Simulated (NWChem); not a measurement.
**Total energies of Al**

```
Al
```
Charge 0, spin multiplicity 2.

Everything below was run with NWChem.

Basis set: 6-311G** (26 functions).

| method | total energy (Ha) |
|---|---|
| UHF | -241.87215 |
| UMP2 | -241.90227 |
| UB2PLYP | -242.24452 |
| UPBE | -242.22622 |
| UB3LYP | -242.38607 |
| UCAM-B3LYP | -242.36625 |

Total energies of different functionals aren't comparable as a measure of quality: only differences taken within one method are. 

The correlated methods keep 5 core orbitals frozen. B3LYP has NWChem's definition, with VWN1-RPA local correlation. The Pople sets run with spherical d functions. No SCF solution was tested for a lower state. Open-shell Hartree-Fock references start from PBE0 orbitals.
